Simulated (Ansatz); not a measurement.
# Lead, fcc: convergence with Fermi-Dirac smearing

Computed with Ansatz, LDA, scalar-relativistic PAW, on the relaxed cell (a = 4.875 Å; spin not included). Errors count from a run at 420 eV on a Γ-centred 18×18×18 mesh with Fermi-Dirac smearing of 0.1 eV, extrapolated to zero width. Fixed here: cutoff 420 eV, mesh 11×11×11. The SCF starts from atomic densities corrected by a trained network.

```json
{"width (eV)": "0.01", "E(σ→0) error (meV/atom)": "-6.7", "F error (meV/atom)": "-6.9", "P (GPa)": "0.06", "SCF iterations": "6"}
{"width (eV)": "0.03", "E(σ→0) error (meV/atom)": "-7.0", "F error (meV/atom)": "-7.7", "P (GPa)": "0.01", "SCF iterations": "6"}
{"width (eV)": "0.1", "E(σ→0) error (meV/atom)": "-7.0", "F error (meV/atom)": "-13.3", "P (GPa)": "-0.02", "SCF iterations": "6"}
{"width (eV)": "0.2", "E(σ→0) error (meV/atom)": "-3.9", "F error (meV/atom)": "-35.6", "P (GPa)": "0.20", "SCF iterations": "6"}
{"width (eV)": "0.3", "E(σ→0) error (meV/atom)": "-1.8", "F error (meV/atom)": "-76.3", "P (GPa)": "0.43", "SCF iterations": "6"}
{"width (eV)": "0.6", "E(σ→0) error (meV/atom)": "7.4", "F error (meV/atom)": "-307.1", "P (GPa)": "1.52", "SCF iterations": "6"}
{"width (eV)": "1.0", "E(σ→0) error (meV/atom)": "9.2", "F error (meV/atom)": "-872.3", "P (GPa)": "4.13", "SCF iterations": "6"}
```
